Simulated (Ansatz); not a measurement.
Process, species as SMILES: CCl (CH3-Cl) → C atom + Cl atom + 3 H atom
B3LYP-D3(BJ)/def2-TZVP geometries, fixed; electronic energies without zero-point terms.
Largest species:
```
C
H 1 1.0858
H 1 1.0858 2 110.57
H 1 1.0858 2 110.57 3 -122.80
Cl 1 1.7944 2 108.35 3 118.60
```

The atomisation energy at CCSD(T) with Ansatz (a first-principles code), in kcal/mol, split into its Hartree-Fock and correlation parts. Cores are frozen. Open shells are unrestricted. No added dispersion term, no relativity. Functions are those of the species that has most.

| basis | X | functions | Hartree-Fock | CCSD(T) |
|---|---|---|---|---|
| aug-cc-pV(D+d)Z | 2 | 82 | 291.93 | 370.67 |
| aug-cc-pV(T+d)Z | 3 | 170 | 296.40 | 388.25 |
| aug-cc-pV(Q+d)Z | 4 | 307 | 296.76 | 392.45 |

Worked estimate of the basis-set limit from each neighbouring pair, with Hartree-Fock from the larger set and the correlation part extrapolated as X^-3.
Correlation parts: X = 2: 78.74, X = 3: 91.85, X = 4: 95.69.
- (2,3): (27·(91.85) - 8·(78.74))/19 = 97.37; with Hartree-Fock 296.40 the estimate is 393.77 kcal/mol.
- (3,4): (64·(95.69) - 27·(91.85))/37 = 98.49; with Hartree-Fock 296.76 the estimate is 395.25 kcal/mol.
The last two estimates differ by 1.48 kcal/mol; the largest set lies 2.80 from the last. Over the last step Hartree-Fock moves by 0.36 and the correlation part by 3.84.
